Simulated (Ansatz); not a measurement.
# One shape, several levels: triplet C4H2

Wanted: a comparison of 4 runs (UHF/3-21G, UB3LYP/aug-cc-pVDZ, UCAM-B3LYP/aug-cc-pVDZ, UPBE0/aug-cc-pVDZ) of triplet C4H2. 

Program for the calculation: Ansatz 0.2.0.

43 further runs of the same task are left out: 16 that didn't finish, 27 set aside as unsound or not needed.

## 1. The system as given

The species is C4H2 (6 atoms), meant as a triplet with charge 0. As SMILES of the parent species, `C#CC#C`. The coordinates come from a PBE0-D4/def2-TZVP relaxation. That shape belongs to the parent species and isn't relaxed for this state.

Bond lengths: C1–C2 1.205 Å, C2–C3 1.364 Å, C3–C4 1.205 Å, C1–H5 1.064 Å, C4–H6 1.064 Å. Angles: C1–C2–C3 180.0°, C2–C3–C4 180.0°, C2–C1–H5 180.0°, C3–C4–H6 180.0°.

## 2. The energy at UHF/3-21G (run 1)

in.yaml reads:

```yaml
crystal:
  periodic: [false, false, false]
  atoms:
    - {symbol: C, position_ang: [1.419140, -1.102190, 0.574700]}
    - {symbol: C, position_ang: [0.512970, -0.398530, 0.207720]}
    - {symbol: C, position_ang: [-0.513080, 0.398350, -0.207780]}
    - {symbol: C, position_ang: [-1.419150, 1.102170, -0.574710]}
    - {symbol: H, position_ang: [2.219890, -1.723930, 0.898960]}
    - {symbol: H, position_ang: [-2.219770, 1.724120, -0.898890]}
basis:
  gaussian: {orbitals: 3-21G.json}
magnetization: {spin_polarized: true, initial_magnetization: 2}
hamiltonian: {xc: hf}
accuracy: high
output: {orbitals: {seedname: orbitals}}
```

The basis set 3-21G is read from a file made from the Basis Set Exchange's data (not shown).

The run is started by

```bash
$ ansatz run in.yaml --threads 1 --pin off --max-ram 3480MiB --events-out events.jsonl --progress --plain --runs-dir runs
```

Standard output:

```text
Warning: RAYON_NUM_THREADS=1 ignored (pool sized by the plan → 1); use --threads N
[... 47 lines left out ...]
Total energy: -4122.64712667 eV, -151.5044874746 hartree
```

Run time: 50 s. Hardware: 1 thread of Intel Xeon Platinum 8175M at 2.50GHz (Skylake/Cascade Lake), shared host; peak memory 0.12 GiB.

## 3. A single-point energy at UB3LYP/aug-cc-pVDZ (run 2)

Edit in.yaml of step 2 so:

```diff
@@ -10,5 +10,9 @@
 basis:
-  gaussian: {orbitals: 3-21G.json}
-magnetization: {spin_polarized: true, initial_magnetization: 2}
-hamiltonian: {xc: hf}
+  gaussian:
+    orbitals: aug-cc-pVDZ
+magnetization:
+  spin_polarized: true
+  initial_magnetization: 2
+hamiltonian:
+  xc: {name: B3LYP}
 accuracy: high
```

The run is started by

```bash
$ ansatz run in.yaml --threads 1 --pin off --max-ram 3480MiB --events-out events.jsonl --progress --plain --runs-dir runs
```

Standard output, shortened:

```text
Warning: RAYON_NUM_THREADS=1 ignored (pool sized by the plan → 1); use --threads N
Functional definition: B3LYP
  name "B3LYP"
[...]
1790 factors; integrals over basis functions are off by at most 2.5e-9 eV
[...]
mean field -4172.80473734 eV, -153.3477456685 hartree, gradient 1.8e-8 eV, S^2 2.006629; 7 other end points of the search recorded, 0 dependent functions left out
reference -4172.80477698 eV, -153.3477471254 hartree; 14, 12 occupied and 96, 98 virtual orbitals, 1790 factors
Total energy: -4172.80477698 eV, -153.3477471254 hartree
```

Run time: 3.7 min. Hardware: 1 thread of Intel Xeon Platinum 8175M at 2.50GHz (Skylake/Cascade Lake), shared host; peak memory 0.47 GiB.

## 4. The energy at UCAM-B3LYP/aug-cc-pVDZ (run 3)

molecule.yaml reads:

```yaml
crystal:
  periodic: [false, false, false]
  atoms:
    - {symbol: C, position_ang: [1.419140, -1.102190, 0.574700]}
    - {symbol: C, position_ang: [0.512970, -0.398530, 0.207720]}
    - {symbol: C, position_ang: [-0.513080, 0.398350, -0.207780]}
    - {symbol: C, position_ang: [-1.419150, 1.102170, -0.574710]}
    - {symbol: H, position_ang: [2.219890, -1.723930, 0.898960]}
    - {symbol: H, position_ang: [-2.219770, 1.724120, -0.898890]}
basis:
  gaussian:
    orbitals: aug-cc-pVDZ
magnetization:
  spin_polarized: true
  initial_magnetization: 2
hamiltonian:
  xc: {name: CAM-B3LYP}
accuracy: high
output:
  orbitals: {seedname: orbitals}
```

The run is started by

```bash
$ ansatz run molecule.yaml --threads 1 --pin off --max-ram 3480MiB --events-out events.jsonl --progress --plain --runs-dir runs
```

Standard output, shortened:

```text
Warning: RAYON_NUM_THREADS=1 ignored (pool sized by the plan → 1); use --threads N
Functional definition: CAM-B3LYP
  name "CAM-B3LYP"
[...]
1790 factors; integrals over basis functions are off by at most 2.5e-9 eV
496 factors; integrals over basis functions are off by at most 1.8e-9 eV
[...]
mean field -4170.04768927 eV, -153.2464260208 hartree, gradient 1.3e-8 eV, S^2 2.007645; 8 other end points of the search recorded, 0 dependent functions left out
reference -4170.04770860 eV, -153.2464267313 hartree; 14, 12 occupied and 96, 98 virtual orbitals, 1790 factors
Total energy: -4170.04770860 eV, -153.2464267313 hartree
```

Wall time 3.6 min (1 thread of Intel Xeon Platinum 8175M at 2.50GHz (Skylake/Cascade Lake), shared host); peak memory 0.52 GiB.

## 5. The energy at UPBE0/aug-cc-pVDZ (run 4)

job.yaml reads:

```yaml
basis:
  gaussian:
    orbitals: aug-cc-pVDZ
crystal:
  periodic: [false, false, false]
  atoms:
    - symbol: C
      position_ang: [1.419140, -1.102190, 0.574700]
    - symbol: C
      position_ang: [0.512970, -0.398530, 0.207720]
    - symbol: C
      position_ang: [-0.513080, 0.398350, -0.207780]
    - symbol: C
      position_ang: [-1.419150, 1.102170, -0.574710]
    - symbol: H
      position_ang: [2.219890, -1.723930, 0.898960]
    - symbol: H
      position_ang: [-2.219770, 1.724120, -0.898890]
magnetization:
  spin_polarized: true
  initial_magnetization: 2
hamiltonian:
  xc: pbe0
output: {orbitals: {seedname: orbitals}}
accuracy: high
```

The run is started by

```bash
$ ansatz run job.yaml --threads 1 --pin off --max-ram 3480MiB --events-out events.jsonl --progress --plain --runs-dir runs
```

Standard output, shortened:

```text
Warning: RAYON_NUM_THREADS=1 ignored (pool sized by the plan → 1); use --threads N
Functional definition: PBE0
  name "PBE0"
[...]
1790 factors; integrals over basis functions are off by at most 2.5e-9 eV
[...]
mean field -4167.45410434 eV, -153.1511135326 hartree, gradient 1.6e-8 eV, S^2 2.008114; 5 other end points of the search recorded, 0 dependent functions left out
reference -4167.45410892 eV, -153.1511137011 hartree; 14, 12 occupied and 96, 98 virtual orbitals, 1790 factors
Total energy: -4167.45410892 eV, -153.1511137011 hartree
```

Wall time 3.7 min (1 thread of Intel Xeon Platinum 8175M at 2.50GHz (Skylake/Cascade Lake), shared host); peak memory 0.44 GiB.

## 6. All runs side by side

```
run                   level  energy (Eh)  HOMO energy (eV)   ⟨S²⟩  wall time
  1               UHF/3-21G  -151.504487             -5.99  2.172       50 s
  2      UB3LYP/aug-cc-pVDZ  -153.347747             -3.38  2.007    3.7 min
  3  UCAM-B3LYP/aug-cc-pVDZ  -153.246427             -4.71  2.008    3.6 min
  4       UPBE0/aug-cc-pVDZ  -153.151114             -3.62  2.008    3.7 min
```

## 7. Outcome

| quantity | value |
| --- | --- |
| run 4: total energy | -153.15111 Eh |
| run 4: HOMO energy (highest over α and β) | -3.62 eV |
| run 4: ⟨S²⟩ | 2.008 |

In words: Totals of different functionals can't be ranked against each other. Spin contamination of the reference: run 1 ⟨S²⟩ = 2.17. All runs together took 12 min, the longest 3.7 min.
